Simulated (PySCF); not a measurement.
All values below come from B3LYP-D3(BJ)/def2-TZVP (PySCF 2.14.0). All species are isolated molecules in the gas phase. B3LYP has the VWN-RPA correlation part, as in Gaussian. 

Reference species (SMILES): `C#CC` (neutral, multiplicity 1).

```json
{
  "S1 oscillator strength": "0.000",
  "dipole_moment": "0.82 D",
  "HOMO": "-7.49 eV",
  "HOMO–LUMO gap": "8.53 eV"
}
```

Changed species: `C1C=C1`.

Give the shifts of the S1 oscillator strength, dipole moment, HOMO and HOMO–LUMO gap.

the S1 oscillator strength is nearly the same; the dipole moment decreases by 0.34 D, to 0.48 D; the HOMO rises by 0.44 eV, to -7.05 eV; the HOMO–LUMO gap decreases by 1.61 eV, to 6.92 eV.
